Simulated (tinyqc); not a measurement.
Ways to converge the cycle: SCF convergence aids in the sto-3g basis, for LiH, spin multiplicity 3. Computed by the program tinyqc with PySCF. UHF with one setting changed at a time; a run stops when the energy changes by less than 1e-09 hartree and the error matrix is below 1e-5. The start is the Wolfsberg-Helmholz matrix. Damping d keeps d of the old density; a shift (hartree) raises the virtual levels; DIIS n extrapolates F over n matrices.

Geometry (angstrom):

| atom | x | y | z |
|---|---|---|---|
| Li | 0.0000 | 0.0000 | 0.0000 |
| H | 0.0000 | 0.0000 | 1.5260 |

lowest solution found by these runs and by PySCF with stability checks = -7.762152 hartree

Largest element of the error matrix X^T (FDS - SDF) X:

| iteration | plain | damping 0.3 | damping 0.6 | shift 0.4 | DIIS 3 | DIIS 8 |
|---|---|---|---|---|---|---|
| 1 | 1.1e-01 | 1.1e-01 | 1.1e-01 | 1.1e-01 | 1.1e-01 | 1.1e-01 |
| 2 | 4.1e-02 | 6.2e-02 | 8.3e-02 | 6.4e-02 | 4.1e-02 | 4.1e-02 |
| 3 | 1.5e-02 | 3.4e-02 | 6.2e-02 | 3.6e-02 | 2.7e-03 | 2.7e-03 |
| 4 | 5.2e-03 | 1.9e-02 | 4.6e-02 | 2.1e-02 | 6.6e-04 | 6.6e-04 |
| 5 | 1.9e-03 | 1.0e-02 | 3.4e-02 | 1.2e-02 | 1.1e-04 | 5.8e-05 |
| 6 | 6.7e-04 | 5.7e-03 | 2.5e-02 | 6.7e-03 | 3.8e-06 | 7.3e-07 |
| 8 | 1.1e-04 | 1.7e-03 | 1.4e-02 | 2.9e-03 | - | - |
| 10 | 2.0e-05 | 5.3e-04 | 7.8e-03 | 1.3e-03 | - | - |
| 14 | - | 5.3e-05 | 2.4e-03 | 2.8e-04 | - | - |
| 20 | - | - | 4.0e-04 | 2.7e-05 | - | - |
| 30 | - | - | 2.2e-05 | - | - | - |

How each run ends:

| run | iterations | E (hartree) | state |
|---|---|---|---|
| plain | 12 | -7.76215 | lowest found |
| damping 0.3 | 19 | -7.76215 | lowest found |
| damping 0.6 | 37 | -7.76215 | lowest found |
| shift 0.4 | 23 | -7.76215 | lowest found |
| DIIS 3 | 7 | -7.76215 | lowest found |
| DIIS 8 | 7 | -7.76215 | lowest found |

What does the comparison show, and why?

6 of 6 runs reach the lowest solution found, in 7 to 37 iterations (fastest: DIIS 3, DIIS 8). Plain steps already contract here, so damping only slows them. DIIS 3 and DIIS 8 gain by cancelling the error over several earlier matrices, much as a quasi-Newton step does.
